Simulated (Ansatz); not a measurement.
Basis sets compared for [S3]- (S₃⁻). Total charge -1; doublet. Geometry r2SCAN-D4/def2-TZVPD. Ansatz on 4 threads of AMD EPYC 7B13 on a shared host; times are rough, and most runs start from earlier orbitals.

```xyz
3

S    -0.7205   -0.5899    1.4569
S     0.0446   -0.5883   -0.3871
S     0.6759    1.1782   -1.0698
```

At PBE-D4/def2-SVPD, PBE-D4/def2-TZVPD the highest occupied level of the charge -1 doublet lies above zero (up to 0.34 eV). By energy differences its removal costs 2.45 eV (vertical, to the charge 0 singlet, at PBE-D4/def2-TZVPD); a positive level beside a positive removal energy at the same level points to self-interaction error.

```json
{"level": "PBE-D4/def2-SVPD", "functions": "81", "energy (Eh)": "-1193.7927", "HOMO (eV)": "0.29", "LUMO (eV)": "0.94", "wall time": "0.86 s"}
{"level": "PBE0-D4/def2-SVPD", "functions": "81", "energy (Eh)": "-1193.8764", "HOMO (eV)": "-0.88", "LUMO (eV)": "1.60", "wall time": "1.1 s"}
```

Problem. Estimate the rows for PBE-D4/def2-TZVPD (with forces), PBE0-D4/def2-TZVPD.

Solution. 
```csv
level,functions,energy (Eh),HOMO (eV),LUMO (eV),wall time
PBE-D4/def2-TZVPD (with forces),138,-1194.2032,0.34,1.03,1.6 s
PBE0-D4/def2-TZVPD,138,-1194.2845,-0.80,1.72,2.3 s
```
